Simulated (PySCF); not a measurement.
# Magnetisability: `C#CCNN=C`, C4H6N2

Geometry:
```tsv
atom	x (Å)	y (Å)	z (Å)
C1	2.960	0.415	-0.587
C2	1.944	0.367	0.044
C3	0.702	0.258	0.788
N4	-0.342	-0.304	-0.034
N5	-1.571	0.165	0.113
C6	-2.567	-0.435	-0.384
H7	3.854	0.481	-1.131
H8	0.362	1.252	1.094
H9	0.883	-0.345	1.693
H10	-0.190	-1.233	-0.424
H11	-2.502	-1.380	-0.927
H12	-3.532	0.023	-0.272
```

Computed, not measured: GIAO B3LYP/aug-pcSseg-1 magnetisability, rotational g tensor and spin-rotation constants, non-relativistic, gas phase in PySCF 2.14.0. Geometry: GFN2-xTB.

(1) What are the magnetisability and the molar susceptibility?

(2) Split it along the inertial axes a, b, c into diamagnetic and paramagnetic parts about the centre of mass, with the quadrupole moment.

(3) And the rotational g tensor?

Results:

(1) Isotropic -827 × 10⁻³⁰ J/T², or -49.8 × 10⁻⁶ cm³/mol; principal values -911, -837, -733 × 10⁻³⁰ J/T², anisotropy 155 × 10⁻³⁰ J/T² (root of half the summed squared differences of the principal values). The susceptibility is in cgs units.

(2) 
| axis | χ (10⁻⁶ cm³/mol) | diamagnetic (10⁻⁶ cm³/mol) | paramagnetic (10⁻⁶ cm³/mol) | summed x² of all electrons (Å²) | quadrupole Θ (D Å) |
| --- | --- | --- | --- | --- | --- |
| a | -52.1 | -146.0 | 93.9 | 180.5 | +2.79 |
| b | -49.3 | -819.0 | 769.7 | 21.9 | -0.34 |
| c | -48.0 | -858.5 | 810.5 | 12.6 | -2.46 |

Anisotropies 2χaa − χbb − χcc = -6.9 and 2χbb − χaa − χcc = +1.6 × 10⁻⁶ cm³/mol. Θ is traceless in Buckingham's convention.

(3) 
| axis | rotational constant (GHz) | g | nuclear part | electronic part |
| --- | --- | --- | --- | --- |
| a | 18.1990 | -0.1025 | 0.7001 | -0.8026 |
| b | 1.5907 | -0.0097 | 0.5655 | -0.5752 |
| c | 1.5174 | -0.0093 | 0.5685 | -0.5778 |

Asymmetric top; isotopes 12C, 1H, 14N; no vibrational averaging.
